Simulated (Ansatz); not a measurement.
C3H8O, SMILES `CCCO` (C–C–C–O torsion -178°, C–C–O–H torsion -59°) (charge 0, multiplicity 1).

Z-matrix (Å, degrees):
```
C
H 1 1.0931
H 1 1.0962 2 106.66
C 1 1.5217 2 108.60 3 117.30
H 4 1.0918 1 110.10 2 62.61
H 4 1.0985 5 107.25 1 -119.58
O 4 1.4237 5 105.40 6 -118.01
H 7 0.9633 4 108.46 5 -179.61
C 1 1.5265 2 110.41 3 -119.05
H 9 1.0908 1 111.28 2 58.91
H 9 1.0925 10 107.67 1 121.96
H 9 1.0927 10 107.68 11 115.78
```
Charge 0, spin multiplicity 1.

Frozen-core energies in 6-31g from Ansatz (a program for electronic structure) at a geometry from B3LYP-D3(BJ)/def2-TZVP; the HF reference has <S^2> = 0.00 and the T1 diagnostic is 0.007.

```csv
level,energy (Ha)
HF,-193.03014
MP2,-193.42677
CCSD,-193.46981
```

Question: Estimate the energies of CCSD(T), CCSDT and CCSDT(Q), and give each level's difference from CCSDT(Q).

Answer: 
```csv
level,energy (Ha),difference from CCSDT(Q) (mHa)
MP2,-193.42677,53.27
CCSD,-193.46981,10.23
CCSD(T),-193.47853,1.51
CCSDT,-193.47918,0.86
CCSDT(Q),-193.48004,0.00
```
